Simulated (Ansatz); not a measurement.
**CHBO (SMILES B1=CO1): functionals against CCSD(T) at one geometry**

An exercise on one series of results from a longer session: the logs are not shown, and one member is left open.

Program: Ansatz 0.2.0, Gaussian basis. Level of theory: single points in def2-TZVPP. These are calculated values, not measurements.

Cores are frozen in the correlated methods.

## Where the work starts

SMILES `B1=CO1`, 4 atoms, charge 0, spin multiplicity 1.

Atoms are counted from 1 here; the program's logs count them from 0.

Bond lengths: B1–C2 1.582 Å, B1–O3 1.568 Å, C2–O3 1.377 Å, C2–H4 1.229 Å. Angles: C2–B1–O3 51.8°, B1–C2–O3 63.5°, B1–C2–H4 158.2°, O3–C2–H4 118.9°, B1–O3–C2 64.6°.

Geometry (Å):

```mol
CHBO
  3D, bonds by distance, orders not assigned

  4  4  0  0  0  0  0  0  0  0999 V2000
   -1.2926   -0.3114    0.0935 B   0  0
    0.1442    0.3441    0.1824 C   0  0
    0.1018   -1.0081   -0.0724 O   0  0
    1.1301    0.9845   -0.1760 H   0  0
  1  2  8  0
  1  3  8  0
  2  3  8  0
  2  4  8  0
M  END
```

The first run:

Input file run/in.yaml:

```yaml
crystal:
  periodic: [false, false, false]
  atoms:
    - {symbol: B, position_ang: [-1.292600, -0.311400, 0.093500]}
    - {symbol: C, position_ang: [0.144200, 0.344100, 0.182400]}
    - {symbol: O, position_ang: [0.101800, -1.008100, -0.072400]}
    - {symbol: H, position_ang: [1.130100, 0.984500, -0.176000]}
basis:
  gaussian: {orbitals: def2-TZVPP}
correlation: {method: ccsd_t}
output: {forces: true}
```

The command line of these runs was not kept.

Among the steps run: CCSD(T)/def2-TZVPP; PBE0-D4/def2-TZVPP; wB97M-V/def2-TZVPP; r2SCAN-D4/def2-TZVPP; PBE-D4/def2-TZVPP; revPBE-D4/def2-TZVPP; CAM-B3LYP-D4/def2-TZVPP.

One table of the session follows, with a row left open; its other results are not shown here.

| method | RMS force component (eV/Å) | angle to CCSD(T) forces (°) | dipole (D) |
| --- | --- | --- | --- |
| CCSD(T) | 1.951 | reference | 3.94 |
| PBE0-D4 | 2.123 | 10.6 | 3.92 |
| wB97M-V | 2.264 | 8.2 | 4.17 |
| r2SCAN-D4 | 1.797 | 9.5 | 3.64 |
| PBE-D4 | ? | ? | ? |
| revPBE-D4 | 1.468 | 8.5 | 3.37 |
| CAM-B3LYP-D4 | 2.297 | 11.1 | 4.21 |

Q: Estimate the row for PBE-D4 from the others.

The run gave: RMS force component (eV/Å): 1.507; angle to CCSD(T) forces (°): 10.6; dipole (D): 3.35. In the column «RMS force component (eV/Å)» it lies between revPBE-D4 (1.468) and r2SCAN-D4 (1.797).
